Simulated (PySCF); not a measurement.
Species: C5H6O.
Numbering: `[CH:1]#[C:2]/[CH:3]=[CH:4]/[CH2:5][OH:6]` (hydrogens: H7 on C1; H8 on C3; H9 on C4; H10, H11 on C5; H12 on O6)

The closed-shell SCF was solved with PySCF and density fitting under several settings on one GFN2-xTB geometry (grid level 2 and gas phase unless stated).

```csv
settings,basis functions,SCF cycles,E (Eh),HOMO (eV),LUMO (eV),dipole (D)
PBE0/pcSseg-1,132,15,-268.9112,-7.13,-1.00,1.44
wB97X-D/def2-SVPD,171,14,-268.9824,-8.94,0.69,1.44
```

Problem. Estimate the row for these settings: revPBE/def2-SVP, IEF-PCM chloroform, energy threshold 1e-06 Eh, fitting basis def2-qzvpp-jkfit.

Solution. 
```csv
settings,basis functions,SCF cycles,E (Eh),HOMO (eV),LUMO (eV),dipole (D)
"revPBE/def2-SVP, IEF-PCM chloroform, energy threshold 1e-06 Eh, fitting basis def2-qzvpp-jkfit",114,9,-268.9903,-5.86,-1.65,1.45
```

Problem. Over all rows, what range does the HOMO–LUMO gap span?

Solution. From 4.21 eV (revPBE/def2-SVP, IEF-PCM chloroform, energy threshold 1e-06 Eh, fitting basis def2-qzvpp-jkfit) to 9.63 eV (wB97X-D/def2-SVPD). The functional of the narrowest has no exact exchange, that of the widest range-separated exact exchange.

Problem. And the dipole moment?

Solution. From 1.44 D to 1.45 D; the largest is 1.01 times the smallest, and the median is 1.44 D.

wB97X-D ran without the empirical dispersion term, which would shift the total energy alone. Cycle counts include a coarse-grid stage where the run had one. The species at its GFN2-xTB geometry (one conformer only).

Shape of the structure used: `[CH:1]#[C:2]/[CH:3]=[CH:4]/[CH2:5][OH:6]`: C3–C4–C5–O6 -127°, H–O6–C5–C4 -53°.
